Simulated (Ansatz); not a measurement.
Geometry optimisation, RKS PBE0-D4/def2-SVP in Ansatz 0.2.0.

The input (input.yaml):

```yaml
crystal:
  periodic: [false, false, false]
  atoms:
    - { symbol: B, position_ang: [0.131651, -0.288007, 0.187249] }
    - { symbol: H, position_ang: [0.003926, -0.96747, 1.163142] }
    - { symbol: "N", position_ang: [1.514986, 0.077825, -0.168414] }
    - { symbol: H, position_ang: [2.291501, -0.192383, 0.414311] }
    - { symbol: H, position_ang: [1.76684, 0.694349, -0.928045] }
    - { symbol: "N", position_ang: [-0.983719, 0.123813, -0.563131] }
    - { symbol: H, position_ang: [-1.926074, -0.126258, -0.304436] }
    - { symbol: H, position_ang: [-0.922211, 0.67813, -1.405275] }
basis:
  gaussian: { orbitals: def2-SVP }
hamiltonian:
  xc: pbe0
  dispersion: d4
relax:
  f_tol: 0.03
  max_steps: 50
```

Run as:

```bash
$ ansatz run input.yaml --threads 1 --pin off --max-ram 2048MiB --backend cpu --events-out ev --progress --plain --runs-dir out
```

Task: Where does it end, and by what steps?

Result: The forces met the threshold. After 3 steps the energy has fallen by 0.077 eV; H5 moved furthest, 0.04 Å.

```json
{"step": "0", "energy less start (eV)": "0.0000", "largest force component (eV/Å)": "2.152", "accepted": "yes"}
{"step": "1", "energy less start (eV)": "-0.0640", "largest force component (eV/Å)": "0.986", "accepted": "yes"}
{"step": "2", "energy less start (eV)": "-0.0752", "largest force component (eV/Å)": "0.151", "accepted": "yes"}
{"step": "3", "energy less start (eV)": "-0.0766", "largest force component (eV/Å)": "0.015", "accepted": "yes"}
```

```xyz
8
Properties=species:S:1:pos:R:3
B 0.165 -0.273 0.185
H -0.011 -0.966 1.166
N 1.487 0.094 -0.147
H 2.278 -0.199 0.405
H 1.739 0.667 -0.941
N -0.962 0.124 -0.566
H -1.898 -0.148 -0.309
H -0.923 0.700 -1.396
```

The run took 9 s on 1 thread of Arm Neoverse V1, on a shared host, peak memory 0.12 GiB.
